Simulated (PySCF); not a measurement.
# Ionisation energy of Cl by level of theory

Cl [Ne] 3s2 3p5 (2P) → Cl+ [Ne] 3s2 3p4 (3P), as a difference of total energies. Computed with PySCF 2.14 in dyall-acv3z, with the non-relativistic Hamiltonian (point nucleus). Correlated levels: valence: [Ne] frozen; virtual orbitals above 40 to 60 times the deepest correlated orbital energy dropped. The calculations carry no spin-orbit coupling.

```csv
method,ionisation energy (eV)
UHF,11.764
MP2 (valence),12.770
SCS-MP2 (valence),12.772
CCSD (valence),12.727
CCSD(T) (valence),12.778
```

Problem. How much does correlation contribute at CCSD(T) (valence)?

Solution. 12.778 − (11.764) = 1.014 eV, measured against UHF.

Errors of the correlated levels include the incompleteness of this basis and the frozen core.

For comparison: 12.974 eV (measured; NIST levels, between the centres of gravity of the two terms).
